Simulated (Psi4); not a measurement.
Reaction (SMILES): OO (H2O2) + H+ → O[OH2+]
B3LYP-D3(BJ)/def2-TZVP geometries, fixed; electronic energies without zero-point terms; positive where energy is released.
Largest species:
```xyz
5

O      0.1360     0.5595    -0.3416
O     -0.1596    -0.6562     0.3979
H      1.0537     0.8157    -0.0797
H     -0.3477    -1.2726    -0.3451
H     -0.5172     1.2304    -0.0259
```
Charge +1, spin multiplicity 1.

Basis-set convergence of the proton affinity at B3LYP with Psi4. Cartesian d functions, on some or all atoms, in 6-31G*, 6-31G**; all else is spherical. Density fitting with the program's default auxiliary sets. Psi4's default fitting sets serve the pcseg sets less well. No added dispersion term, no relativity. Functions are those of the species that has most. Reference: the value in aug-cc-pVQZ, 165.92 kcal/mol, itself unsure by roughly 0.49 kcal/mol (its mean distance from def2-QZVPPD, def2-QZVPP, cc-pVQZ).

```
basis              functions  proton affinity (kcal/mol)
-----------------  ---------  --------------------------
3-21G                     24                  (withheld)
6-31G                     24                      167.23
def2-SV(P)                34                      164.41
6-31G*                    36                      168.54
def2-SVP                  43                      170.66
pcseg-1                   43                      163.96
6-31G**                   45                      171.80
6-311G**                  54                      169.38
6-311+G**                 62                  (withheld)
aug-cc-pVDZ               73                      164.52
aug-pcseg-1               73                      162.67
def2-TZVP                 80                      166.12
cc-pVTZ                  102                  (withheld)
def2-TZVPPD              131                  (withheld)
6-311++G(3df,3pd)        132                      165.68
aug-pcseg-2              161                      165.76
def2-QZVPPD              231                      165.93
aug-cc-pVQZ              298                      165.92
```

What belongs in the gaps?


- 3-21G, proton affinity (kcal/mol): 177.81
- 6-311+G**, proton affinity (kcal/mol): 164.60
- cc-pVTZ, proton affinity (kcal/mol): 168.21
- def2-TZVPPD, proton affinity (kcal/mol): 165.80
